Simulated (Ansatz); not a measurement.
## fcc Au

Calculation: LDA (PAW; Ansatz, a quantum-chemistry and plane-wave program).

Numerical settings: plane-wave cutoff 520 eV, 18×18×18 k mesh, Fermi–Dirac smearing 0.1 eV, perturbation theory, force constants from a 6×6×6 q mesh, scalar-relativistic PAW data made under PBE.

Cell: relaxed at this level.

For fcc Au, the zero-point energy comes out as 0.017 eV/atom.

Spin–orbit coupling is not included; it can shift volumes and moduli of such heavy elements.

Cost on a shared machine: roughly 30 core-minutes.
